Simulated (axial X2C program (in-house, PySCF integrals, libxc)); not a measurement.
# Linear FPF at several levels

One table from this session's results is given with a row withheld; the runs are named, their logs left out.

Program: an in-house X2C program for linear molecules on PySCF integrals. Level of theory: all-electron X2C, two-component (2c) or spin-free, F dyall-av3z, P dyall-v3z. These are calculated values, not measurements.

All values are calculated.

2 further runs of the same task are left out: 2 set aside as unsound or not needed.

The first run:

task.json reads:

```json
{
 "zs": [
  9,
  15,
  9
 ],
 "q": 0,
 "bas": [
  "dyall-av3z",
  "dyall-v3z",
  "dyall-av3z"
 ],
 "r0": [
  1.75,
  1.75
 ],
 "symm": 1,
 "scan": [
  "PBE0",
  "HF",
  "PBE"
 ],
 "levels": [
  "PBE0",
  "HF",
  "B3LYP"
 ],
 "nst": 2
}
```

Keys: zs atomic numbers; q charge; bas basis sets; r0 starting distance in Å; symm equal bonds; scan levels of the two-bond scan (MP2 follows by itself at each HF point); levels methods; nst determinants followed.

On the command line:

```
$ python solin.py task.json out
```

Masses F 18.998, P 30.974, F 18.998 u.

Steps of the session up to this table: Scan at PBE0, 2c; Scan at HF, 2c; Scan at PBE, 2c.

One of the session's tables, all rows but one given; the rest of the session is left out.

```
          level  r(F–P) (Å)  r(P–F) (Å)  lower stretch (cm⁻¹)  upper stretch (cm⁻¹)
       PBE0, 2c           ?           ?                     ?                     ?
         HF, 2c       1.638       1.638                 597.8                 711.6
        PBE, 2c       1.693       1.693                 546.6                 695.3
        MP2, 2c       1.665       1.665                 585.0                 748.1
PBE0, spin-free       1.662       1.662                 581.9                 737.3
  HF, spin-free       1.638       1.638                 597.9                 711.6
 PBE, spin-free       1.693       1.693                 546.8                 695.5
 MP2, spin-free       1.664       1.664                 585.2                 748.3
```

Estimate the missing values for PBE0, 2c.

The run gave: r(F–P) (Å): 1.662; r(P–F) (Å): 1.662; lower stretch (cm⁻¹): 581.8; upper stretch (cm⁻¹): 737.2.

Scans not shown above were run alike.

MP2 freezes inner shells (threshold -2 hartree). The molecule was held linear; bending was not examined, so a bent shape may lie lower. Note: functional without a current term on a determinant with orbital currents, of the molecule or an atom.
